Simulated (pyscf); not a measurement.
Structures and frequencies: ωB97X-D3(BJ)/def2-SVP in PySCF.

Task: Estimate by transition-state theory the rate constant of HO–GeH₃ + H₂B–F → H₂B–O–GeH₃ + hydrogen fluoride (HF) (singlet surface; H–O, B–F broken, B–O, F–H formed) at 298 K, with ωB97M-D3(BJ)/def2-TZVP energies (ideal gas, 1 atm, RRHO with modes under 100 cm⁻¹ raised to 100, one conformer, R ln 2 for chiral ones without a mode under 150 cm⁻¹; no tunnelling).

Result: The electronic barrier is 9.6 kcal/mol and the thermal terms add +11.0, so ΔG‡ = 20.6 kcal/mol. With k_BT/h = 6.21e+12 s⁻¹ and RT = 0.592 kcal/mol, and a volume of 4.06e-20 cm³ per molecule at 1 atm, k = 2.1e-22 cm³ molecule⁻¹ s⁻¹. Wigner's tunnelling factor for 883i cm⁻¹ would be 1.76, likely too low at so high a frequency. A shift of 1 kcal/mol in the barrier changes k by a factor 5.4. On the reactant side the descent ends in an adduct with a B–O contact, 14.6 kcal/mol under the separated species and 23.8 kcal/mol under the saddle at ωB97X-D3(BJ)/def2-TZVP. On the product side the descent ends in a bound adduct, 8.4 kcal/mol under the separated species and 18.1 kcal/mol under the saddle at ωB97X-D3(BJ)/def2-TZVP. What is counted as formed (B–O) is already present as a longer contact in the reactant adduct; forming that adduct is a step of its own. This is the saddle that the search found; another between the same sides may lie lower. Elements up to Kr have no core potential and no relativistic terms here.
